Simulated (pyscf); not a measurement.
One four-centre exchange on the singlet surface with elements of a group swapped. ωB97M-D3(BJ)/def2-TZVP, kcal/mol, from the separated reactants. Single points on ωB97X-D3(BJ)/def2-SVP structures (PySCF, gas phase).

```csv
step,barrier,reaction energy,imaginary mode (i cm⁻¹)
H₂As–GaH–AsH₂ + H₂O → HO–Ga(AsH₂)–AsH₂ + H₂,12.5,-11.3,1313
H₂P–GaH–PH₂ + H₂O -> HO–Ga(PH₂)–PH₂ + H₂,[?],[?],1305
```

### Question
What belongs in the gaps?

### Answer

- H₂P–GaH–PH₂ + H₂O -> HO–Ga(PH₂)–PH₂ + H₂, barrier: 13.2
- H₂P–GaH–PH₂ + H₂O -> HO–Ga(PH₂)–PH₂ + H₂, reaction energy: -10.8

Row 1: On the reactant side the descent ends in an adduct with a Ga–O contact, 14.8 kcal/mol under the separated species and 26.0 kcal/mol under the saddle at ωB97X-D3(BJ)/def2-TZVP. Row 2: On the reactant side the descent ends in an adduct with a Ga–O contact, 14.8 kcal/mol under the separated species and 26.7 kcal/mol under the saddle at ωB97X-D3(BJ)/def2-TZVP. Each row is the saddle that its search found. Elements up to Kr have no core potential and no relativistic terms here.
